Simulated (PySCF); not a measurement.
## ethyl cyanide: full NMR table

| Quantity | Value |
| --- | --- |
| Formula | C3H5N |
| SMILES | CCC#N |
| Point group of the computed structure | Cs |
| Degrees of unsaturation | 2 |
| Carbon signals | 3 |
| Proton signals | 2 |

Numbering as in the mapped SMILES `[CH3:1][CH2:2][C:3]#[N:4]`; H(Xn) means a hydrogen on atom n.

PySCF 2.14.0 with density-fitted response routines calculation with J: B3LYP/pcJ-2, structure optimised with PBE0-D3(BJ)/def2-TZVP and GIAO B97-2/pcSseg-2 shieldings; averaged over atoms made equivalent by symmetry, fast rotation or ring inversion, no solvent, non-relativistic, one computed conformer.

δ = σ(ref) − σ, references computed at the same level: 1H (σ = 31.64 ppm), 13C (σ = 185.38 ppm) vs TMS; NH3 for 15N (σ = 261.75 ppm).

```tsv
carbon	δC, type	δH (multiplicity, J in Hz)	HMBC from (abs. J ≥ 3 Hz)	span of the C tensor (ppm)
C1	13.8, CH3	1.20 (t, 8.8)	H(C2)	23
C2	13.7, CH2	2.18 (q, 8.8)	H(C1)	23
C3	125.7, C	–	H(C2), H(C1)	353
```

Other nuclei:
```tsv
atoms	nucleus	environment	δ (ppm)	σ (ppm)
N4	15N	nitrile nitrogen	288.0	-26.3
```

Selected couplings (Hz, signed; the shortest-range and largest first, 30 at most; isotopes 13C, 1H, 15N): 1J(C2,H(C2)) 137.7, 1J(C1,H(C1)) 135.7, 1J(C2,C3) 61.3, 1J(C1,C2) 34.1, 1J(C3,N4) -18.6, 2J(C2,N4) 3.3, 2J(C1,C3) -2.4, 3J(H(C1),H(C2)) 8.8, 3J(N4,H(C2)) -1.7.

1. Carbon types of the structure: 1 × C, 1 × CH2, 1 × CH3, which accounts for all hydrogens.
2. δC 125.7: nitrile carbon; C≡N carbons fall here, among the sp2 signals but without a proton.
3. δC 13.8: methyl carbon; aliphatic region, no heteroatom directly attached.
4. δC 13.7: sp3 CH2 α to a nitrile; a saturated carbon with 2 carbon neighbours and no heteroatom attached.
5. δH 2.18: hydrogen on an sp3 CH2 α to a nitrile.
6. δH 1.20: hydrogen on a methyl carbon.
7. The protons at 1.20 and 2.18 share a coupling of 8.8 Hz (vicinal).

Splittings below 1 Hz are ignored in the labels, and close J values are merged. Shifts are as computed. Against solution values, carbons near 30 ppm lie about +3 ppm off and those near 130 ppm about +7 ppm. Of 1211 compounds with measured shifts, 218 miss one by over three times the rms of a fit or turn the order of signals round; such compounds aren't used in these exercises. Experimental scales use liquid or dissolved standards, which lie at an offset from isolated NH3 (liquid NH3: subtract about 20 ppm). Unscaled 15N shifts of sp2 nitrogen come out 20 to 40 ppm too high even then.
